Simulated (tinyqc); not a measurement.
Ways to converge the cycle: SCF convergence aids in the sto-3g basis, for H3O+, spin multiplicity 1. Computed by the program tinyqc with PySCF. 

Geometry (angstrom):
```
atom,x,y,z
O,0.0000,0.0000,0.2660
H,0.8830,0.0000,0.0000
H,-0.4420,0.7650,0.0000
H,-0.4420,-0.7650,0.0000
```

lowest restricted solution found by these runs and by PySCF = -75.311698 hartree

RHF with one setting changed at a time; a run stops when the energy changes by less than 1e-09 hartree and the error matrix is below 1e-5. The start is the core Hamiltonian. Damping d keeps d of the old density; a shift (hartree) raises the virtual levels; DIIS n extrapolates F over n matrices.

Largest element of the error matrix X^T (FDS - SDF) X:
```
iteration,plain,damping 0.3,damping 0.6,shift 0.4,DIIS 3,DIIS 8
1,8.4e-01,8.4e-01,8.4e-01,8.4e-01,8.4e-01,8.4e-01
2,1.4e-01,2.4e-01,5.4e-01,2.6e-01,1.4e-01,1.4e-01
3,1.8e-02,6.3e-02,3.3e-01,3.0e-02,1.2e-02,1.2e-02
4,3.1e-03,2.0e-02,2.0e-01,4.4e-03,1.8e-03,1.8e-03
5,1.0e-03,7.7e-03,1.1e-01,1.6e-03,6.0e-04,5.0e-04
6,3.9e-04,3.1e-03,6.6e-02,6.7e-04,8.0e-05,8.1e-05
8,5.7e-05,7.1e-04,2.2e-02,1.8e-04,1.7e-06,1.3e-08
10,8.5e-06,2.3e-04,7.8e-03,5.2e-05,-,-
14,-,2.3e-05,1.4e-03,-,-,-
20,-,7.9e-07,1.4e-04,-,-,-
30,-,-,8.3e-06,-,-,-
```

How each run ends:
```
run,iterations,E (hartree),state
plain,10,-75.311698,lowest found
damping 0.3,20,-75.311698,lowest found
damping 0.6,43,-75.311698,lowest found
shift 0.4,13,-75.311698,lowest found
DIIS 3,8,-75.311698,lowest found
DIIS 8,8,-75.311698,lowest found
```

6 of 6 runs reach the lowest restricted solution found, in 8 to 43 iterations (fastest: DIIS 3, DIIS 8). Plain steps already contract here, so damping only slows them. DIIS 3 and DIIS 8 gain by cancelling the error over several earlier matrices, much as a quasi-Newton step does.
